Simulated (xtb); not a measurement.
xtb input:

```bash
xtb mol.xyz --gfn 1 --sp --chrg 0 --uhf 0
```
mol.xyz:
```
3

S     -0.00000000    -0.00000000    -1.55270816
C      0.00000000     0.00000000     0.00000000
S      0.00000000     0.00000000     1.55270816
```

Predict the final energy.

-9.46146 Eh (GFN1-xTB).
